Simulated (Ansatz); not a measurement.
# AlH3O (SMILES [H][Al]([H])[OH]): HF/STO-3G

What is the vertical singlet–triplet gap of AlH3O at HF/STO-3G? 

The calculation is run with Ansatz 0.2.0.

56 further runs of the same task are left out: 56 set aside as unsound or not needed.

## Step 1: The system as given

AlH3O: 5 atoms, total charge 0, spin state singlet. SMILES: `[H][Al]([H])[OH]`. The shape comes from GFN2-xTB, which is rough for such elements, and wasn't checked as a minimum.

Bond lengths: Al1–O4 1.636 Å, Al1–H2 1.532 Å, Al1–H3 1.531 Å, O4–H5 0.949 Å. Angles: Al1–O4–H5 179.6°, H2–Al1–O4 120.0°, H3–Al1–O4 120.0°, H2–Al1–H3 120.0°.

## Step 2: A single-point energy at HF/STO-3G

Input file molecule.yaml:

```yaml
crystal:
  periodic: [false, false, false]
  atoms:
    - symbol: Al
      position_ang: [0.271770, 0.451120, -0.109270]
    - symbol: H
      position_ang: [1.798980, 0.417230, -0.221380]
    - symbol: H
      position_ang: [-0.481020, 1.769010, -0.311810]
    - symbol: O
      position_ang: [-0.555450, -0.920030, 0.226660]
    - symbol: H
      position_ang: [-1.034280, -1.717330, 0.415800]
basis:
  gaussian: {orbitals: STO-3G}
hamiltonian: {xc: hf}
accuracy: high
```

Started as:

```
$ ansatz run molecule.yaml --threads 1 --pin off --max-ram 2610MiB --events-out events.jsonl --progress --plain --runs-dir runs
```

Standard output:

```text
Warning: RAYON_NUM_THREADS=1 ignored (pool sized by the plan → 1); use --threads N
Functional definition: HF
  name "HF"
  exchange = exact_x
  correlation = 0
288 factors; integrals over basis functions are off by at most 2.9e-8 eV
mean field evaluation 1: about -8558.4718 eV, gradient 2.3e1 eV
mean field evaluation 2: about -8558.4866 eV, gradient 2.3e1 eV
mean field evaluation 4: about -8560.2427 eV, gradient 9.7e-1 eV
mean field evaluation 8: about -8560.2463 eV, gradient 6.5e-5 eV
mean field -8560.24634855 eV, -314.5832509658 hartree, gradient 4.8e-9 eV, S^2 0.000000; 0 other end points of the search recorded, 0 dependent functions left out
reference -8560.24634855 eV, -314.5832509658 hartree; 12, 12 occupied and 5, 5 virtual orbitals, 288 factors
Total energy: -8560.24634855 eV, -314.5832509658 hartree
```

Run time: 0.23 s. Hardware: 1 thread of Intel Xeon Platinum 8259CL at 2.50GHz (Skylake/Cascade Lake), shared host.

## Step 3: The triplet, same level

Input file input.yaml:

```yaml
crystal:
  periodic: [false, false, false]
  atoms:
    - {symbol: Al, position_ang: [0.271770, 0.451120, -0.109270]}
    - {symbol: H, position_ang: [1.798980, 0.417230, -0.221380]}
    - {symbol: H, position_ang: [-0.481020, 1.769010, -0.311810]}
    - {symbol: O, position_ang: [-0.555450, -0.920030, 0.226660]}
    - {symbol: H, position_ang: [-1.034280, -1.717330, 0.415800]}
basis:
  gaussian:
    orbitals: STO-3G
hamiltonian:
  xc: hf
magnetization:
  spin_polarized: true
  initial_magnetization: 2
accuracy: high
```

Started as:

```
$ ansatz run input.yaml --threads 1 --pin off --max-ram 2610MiB --events-out events.jsonl --progress --plain --runs-dir runs
```

Standard output:

```text
Warning: RAYON_NUM_THREADS=1 ignored (pool sized by the plan → 1); use --threads N
[... 4 set-up lines as earlier in the session ...]
288 factors; integrals over basis functions are off by at most 2.9e-8 eV
mean field evaluation 1: about -8549.4281 eV, gradient 1.2e1 eV
mean field evaluation 2: about -8549.5189 eV, gradient 1.2e1 eV
mean field evaluation 4: about -8551.3202 eV, gradient 3.4e0 eV
mean field evaluation 8: about -8552.2811 eV, gradient 4.6e-1 eV
mean field evaluation 16: about -8552.7762 eV, gradient 4.3e0 eV
mean field evaluation 32: about -8552.9960 eV, gradient 1.4e-1 eV
mean field evaluation 64: about -8553.0462 eV, gradient 4.1e-1 eV
mean field evaluation 96: about -8551.6528 eV, gradient 3.2e0 eV
mean field evaluation 128: about -8552.2808 eV, gradient 4.0e-4 eV
mean field -8553.05977489 eV, -314.3191492550 hartree, gradient 3.0e-8 eV, S^2 2.019786; 5 other end points of the search recorded, 0 dependent functions left out
reference -8553.05977489 eV, -314.3191492550 hartree; 13, 11 occupied and 4, 6 virtual orbitals, 288 factors
Total energy: -8553.05977489 eV, -314.3191492550 hartree
```

Wall time 0.87 s (1 thread of Intel Xeon Platinum 8259CL at 2.50GHz (Skylake/Cascade Lake), shared host).

## Step 4: Results

Level: HF/STO-3G.

| quantity | value |
| --- | --- |
| singlet: total energy | -314.58325 Eh |
| triplet: total energy | -314.31915 Eh |
| triplet: ⟨S²⟩ | 2.020 |
| vertical energy of the triplet above the singlet | 7.187 eV |

At this shape the triplet lies 7.19 eV (693 kJ/mol) above the singlet. In a minimal basis such a difference can be off by several eV, whatever the method.
